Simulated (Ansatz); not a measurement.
# Worked example: C4H9 → C4H8 + H

Species: C4H9 (2-butyl radical) `C[CH]CC`, doublet; C4H8 (trans-2-butene) `C/C=C/C`, singlet; H atom, doublet. 

Shapes, held fixed at every level: PBE0-D4/def2-TZVP. Flexible molecules stand in one conformer, not always the lowest. Programs: Ansatz 0.2.0. The zero-point and thermal change to 298 K, harmonic and unscaled (PBE0-D4/def2-TZVP), is -19.2 kJ/mol.

At CCSD(T)/CBS estimate; 1 Eh = 2625.50 kJ/mol:

```
species  energy (Eh)
   C4H9  -157.570897
   C4H8  -157.010413
      H    -0.500000
```

**Question.** Work out ΔH(298 K) of the reaction at this level.

**Answer.** 
1. Products less reactants: (-157.010413) + (-0.500000) − [(-157.570897)] = 0.060484 Eh = +158.8 kJ/mol.
2. With the thermal change: +158.8 + (-19.2) = +139.6 kJ/mol.

Other levels give +138.7 (CCSD(T)/def2-TZVPP) to +168.5 kJ/mol (r2SCAN0-D4/def2-TZVPP). No measured value is set beside it here. Open shells run unrestricted unless RO is named. The CBS estimate extrapolates MP2 from def2-TZVPP and def2-QZVPP and adds CCSD(T) − MP2 in the triple-zeta set, cores frozen.
